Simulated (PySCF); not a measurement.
PySCF job for C2H5, SMILES [CH2]C (connectivity only; charge and spin as stated), charge +1, multiplicity 1, ADC(2)/aug-cc-pVDZ. Geometry optimised at PBE0-D3(BJ)/def2-TZVP. A frequency run showed that this geometry is not a minimum. The spin state was assumed, not searched. The isomer is the one that the SMILES or the coordinates give; other isomers of the formula were not compared.

```python
import numpy as np
from pyscf import gto, scf, dft, adc

mol = gto.M(
    atom='''
    C    -0.00693464   -0.74313426    0.00000000
    C    -0.04161232    0.65718736   -0.00000000
    H    -0.90798983   -1.35863290    0.00000000
    H     0.94835749   -1.26993773   -0.00000000
    H     0.63069722    0.99961679    0.82343919
    H    -1.01048032    1.14501843    0.00000000
    H     0.63069722    0.99961679   -0.82343919
    ''',
    basis='aug-cc-pVDZ',
    charge=1,
    spin=0,
    max_memory=1600,
    verbose=4,
)
mf = scf.RHF(mol)
mf.conv_tol = 1e-10
mf.max_cycle = 100
mf.kernel()
res = {}
for kind, nroots in (('ee', 6), ('ip', 6), ('ea', 2)):
    a = adc.ADC(mf).density_fit('aug-cc-pvdz-ri')
    a.method, a.method_type = 'adc(2)', kind
    e, v, p, x = a.kernel(nroots=nroots)
    res[kind] = (e * 27.211386245988, p)
a = adc.ADC(mf).density_fit('aug-cc-pvdz-ri')
a.method, a.method_type, a.ncvs = 'adc(2)-x', 'ip', 2
e, v, p, x = a.kernel(nroots=2)
res['core ip, CVS-ADC(2)-x'] = (e * 27.211386245988, p)
for kind, (e, p) in res.items():
    print(kind, 'energies / eV', np.round(e, 3), 'strengths', np.round(p, 4))
```

Output:

```
PySCF version 2.14.0

[INPUT] verbose = 4
[INPUT] num. atoms = 7
[INPUT] num. electrons = 16
[INPUT] charge = 1
[INPUT] spin (= nelec alpha-beta = 2S) = 0
[INPUT] symmetry False subgroup None
[INPUT] Mole.unit = angstrom
[INPUT] Symbol           X                Y                Z      unit          X                Y                Z       unit  Magmom
[INPUT]  1 C     -0.006934640000  -0.743134260000   0.000000000000 AA   -0.013104570372  -1.404320225181   0.000000000000 Bohr   0.0
[INPUT]  2 C     -0.041612320000   0.657187360000   0.000000000000 AA   -0.078635888208   1.241904122926   0.000000000000 Bohr   0.0
[INPUT]  3 H     -0.907989830000  -1.358632900000   0.000000000000 AA   -1.715852102590  -2.567444084824   0.000000000000 Bohr   0.0
[INPUT]  4 H      0.948357490000  -1.269937730000   0.000000000000 AA    1.792135924280  -2.399834504952   0.000000000000 Bohr   0.0
[INPUT]  5 H      0.630697220000   0.999616790000   0.823439190000 AA    1.191845013325   1.889001962617   1.556074549334 Bohr   0.0
[INPUT]  6 H     -1.010480320000   1.145018430000   0.000000000000 AA   -1.909531059063   2.163771240279   0.000000000000 Bohr   0.0
[INPUT]  7 H      0.630697220000   0.999616790000  -0.823439190000 AA    1.191845013325   1.889001962617  -1.556074549334 Bohr   0.0

nuclear repulsion = 37.9157284583007
number of shells = 41
number of NR pGTOs = 125
number of NR cGTOs = 91
basis = aug-cc-pVDZ
ecp = {}


[settings echo left out]
init E= -78.7214092601967
  HOMO = -0.391378275819611  LUMO = -0.0851157422686208  gap/eV = 8.33383
cycle= 1 E= -78.2444306492945  delta_E= 0.477  |g|= 0.446  |ddm|=  3.2
  HOMO = -0.838078792209061  LUMO = -0.318722090696507  gap/eV = 14.13242
cycle= 2 E= -78.3110014045205  delta_E= -0.0666  |g|= 0.158  |ddm|= 0.582
  HOMO = -0.789807058411206  LUMO = -0.226351531635409  gap/eV = 15.33241
cycle= 3 E= -78.3182291700558  delta_E= -0.00723  |g|= 0.0347  |ddm|= 0.284
  HOMO = -0.787381522572236  LUMO = -0.22402656746193  gap/eV = 15.32967
cycle= 4 E= -78.318873729424  delta_E= -0.000645  |g|= 0.00766  |ddm|= 0.11
  HOMO = -0.788656955636019  LUMO = -0.224277965393078  gap/eV = 15.35753
cycle= 5 E= -78.318925798468  delta_E= -5.21e-05  |g|= 0.00351  |ddm|= 0.0262
  HOMO = -0.788307110070734  LUMO = -0.224417491779352  gap/eV = 15.34422
cycle= 6 E= -78.3189351534085  delta_E= -9.35e-06  |g|= 0.000946  |ddm|= 0.0115
  HOMO = -0.788401738118083  LUMO = -0.224380755107412  gap/eV = 15.34779
cycle= 7 E= -78.3189360220267  delta_E= -8.69e-07  |g|= 0.000167  |ddm|= 0.00401
  HOMO = -0.788360807876348  LUMO = -0.22437103865877  gap/eV = 15.34694
cycle= 8 E= -78.3189360381417  delta_E= -1.61e-08  |g|= 2.3e-05  |ddm|= 0.000565
  HOMO = -0.788360592974423  LUMO = -0.224371303273624  gap/eV = 15.34693
cycle= 9 E= -78.3189360384703  delta_E= -3.29e-10  |g|= 5.23e-06  |ddm|= 8.06e-05
  HOMO = -0.788360118467082  LUMO = -0.224370951801639  gap/eV = 15.34693
cycle= 10 E= -78.3189360384889  delta_E= -1.85e-11  |g|= 8.28e-07  |ddm|= 1.89e-05
  HOMO = -0.788360234673293  LUMO = -0.224371010539719  gap/eV = 15.34693
Extra cycle  E= -78.3189360384892  delta_E= -3.69e-13  |g|= 3e-07  |ddm|= 1.71e-06
converged SCF energy = -78.3189360384892

******** <class 'pyscf.adc.radc.RADC'> ********
******** ADC Orbital Information ********
Number of Frozen Occupied Orbitals: 0
Number of Frozen Virtual Orbitals: 0
Number of Active Occupied Orbitals: 8
Number of Active Virtual Orbitals: 83
*****************************************
******** <class 'pyscf.df.df.DF'> ********
auxbasis = aug-cc-pvdz-ri
Reference correlation energy (doubles): -0.26840001
MP2 correlation energy of reference state (a.u.) = -0.26840001

******** <class 'pyscf.adc.radc_ee.RADCEE'> ********
max_space = 12
max_cycle = 50
conv_tol = 1e-08

*************************************************************
        ADC calculation summary (singlet states only)
*************************************************************
adc(2) root 0  |  Energy (Eh) =   0.2038771385  |  Energy (eV) =   5.54777952  |  Osc. strength = 0.00301733  |  conv = True
adc(2) root 1  |  Energy (Eh) =   0.2490162090  |  Energy (eV) =   6.77607619  |  Osc. strength = 0.00068599  |  conv = True
adc(2) root 2  |  Energy (Eh) =   0.2624960018  |  Energy (eV) =   7.14288003  |  Osc. strength = 0.23803897  |  conv = True
adc(2) root 3  |  Energy (Eh) =   0.3243549526  |  Energy (eV) =   8.82614782  |  Osc. strength = 0.00335056  |  conv = True
adc(2) root 4  |  Energy (Eh) =   0.4436937228  |  Energy (eV) =  12.07352117  |  Osc. strength = 0.00847679  |  conv = True
adc(2) root 5  |  Energy (Eh) =   0.4675568223  |  Energy (eV) =  12.72286918  |  Osc. strength = 0.15562422  |  conv = True

******** <class 'pyscf.adc.radc.RADC'> ********
******** ADC Orbital Information ********
Number of Frozen Occupied Orbitals: 0
Number of Frozen Virtual Orbitals: 0
Number of Active Occupied Orbitals: 8
Number of Active Virtual Orbitals: 83
*****************************************
******** <class 'pyscf.df.df.DF'> ********
auxbasis = aug-cc-pvdz-ri
Reference correlation energy (doubles): -0.26840001
MP2 correlation energy of reference state (a.u.) = -0.26840001

******** <class 'pyscf.adc.radc_ip.RADCIP'> ********
max_space = 12
max_cycle = 50
conv_tol = 1e-08

*************************************************************
        ADC calculation summary (doublet states only)
*************************************************************
adc(2) root 0  |  Energy (Eh) =   0.7544383118  |  Energy (eV) =  20.52931213  |  Spec. factor = 1.84761683  |  conv = True
adc(2) root 1  |  Energy (Eh) =   0.7775243870  |  Energy (eV) =  21.15751624  |  Spec. factor = 1.84022958  |  conv = True
adc(2) root 2  |  Energy (Eh) =   0.8148945888  |  Energy (eV) =  22.17441122  |  Spec. factor = 1.81935622  |  conv = True
adc(2) root 3  |  Energy (Eh) =   0.8931037849  |  Energy (eV) =  24.30259185  |  Spec. factor = 1.81446939  |  conv = True
adc(2) root 4  |  Energy (Eh) =   1.0390171154  |  Energy (eV) =  28.27309581  |  Spec. factor = 1.77217514  |  conv = True
adc(2) root 5  |  Energy (Eh) =   1.2274984346  |  Energy (eV) =  33.40193374  |  Spec. factor = 1.68014713  |  conv = True

******** <class 'pyscf.adc.radc.RADC'> ********
******** ADC Orbital Information ********
Number of Frozen Occupied Orbitals: 0
Number of Frozen Virtual Orbitals: 0
Number of Active Occupied Orbitals: 8
Number of Active Virtual Orbitals: 83
*****************************************
******** <class 'pyscf.df.df.DF'> ********
auxbasis = aug-cc-pvdz-ri
Reference correlation energy (doubles): -0.26840001
MP2 correlation energy of reference state (a.u.) = -0.26840001

******** <class 'pyscf.adc.radc_ea.RADCEA'> ********
max_space = 12
max_cycle = 50
conv_tol = 1e-08

*************************************************************
        ADC calculation summary (doublet states only)
*************************************************************
adc(2) root 0  |  Energy (Eh) =  -0.3028658702  |  Energy (eV) =  -8.24140011  |  Spec. factor = 1.85748594  |  conv = True
adc(2) root 1  |  Energy (Eh) =  -0.1276177342  |  Energy (eV) =  -3.47265543  |  Spec. factor = 1.96677173  |  conv = True

******** <class 'pyscf.adc.radc.RADC'> ********
******** ADC Orbital Information ********
Number of Frozen Occupied Orbitals: 0
Number of Frozen Virtual Orbitals: 0
Number of Active Occupied Orbitals: 8
Number of Active Virtual Orbitals: 83
*****************************************
******** <class 'pyscf.df.df.DF'> ********
auxbasis = aug-cc-pvdz-ri
Reference correlation energy (doubles): -0.26840001
MP2 correlation energy of reference state (a.u.) = -0.26840001

******** <class 'pyscf.adc.radc_ip_cvs.RADCIPCVS'> ********
max_space = 12
max_cycle = 50
conv_tol = 1e-08

*************************************************************
        ADC calculation summary (doublet states only)
*************************************************************
adc(2)-x root 0  |  Energy (Eh) =  11.0022588149  |  Energy (eV) = 299.38671170  |  Spec. factor = 1.54985548  |  conv = True
adc(2)-x root 1  |  Energy (Eh) =  11.1528953733  |  Energy (eV) = 303.48574124  |  Spec. factor = 1.41368720  |  conv = True
ee energies / eV [ 5.548  6.776  7.143  8.826 12.074 12.723] strengths [0.003  0.0007 0.238  0.0034 0.0085 0.1556]
ip energies / eV [20.529 21.158 22.174 24.303 28.273 33.402] strengths [1.8476 1.8402 1.8194 1.8145 1.7722 1.6801]
ea energies / eV [-8.241 -3.473] strengths [1.8575 1.9668]
core ip, CVS-ADC(2)-x energies / eV [299.387 303.486] strengths [1.5499 1.4137]
```

The run converged.
